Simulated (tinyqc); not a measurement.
Inside a calculation. Method: ROHF in the sto-6g basis, for BH, spin multiplicity 3. One step of it, computed by the program tinyqc.

Question. Iteration 2: DIIS coefficients. Solve [B -1; -1 0][c; lambda] = [0; -1] for the coefficients, which sum to one.

B (overlaps of the stored error matrices):
```
                1               2
1   4.8383754e-01  -3.0738332e-02
2  -3.0738332e-02   8.8050219e-02
```

Give: DIIS coefficients.

Answer.

DIIS coefficients: 0.1876  0.8124
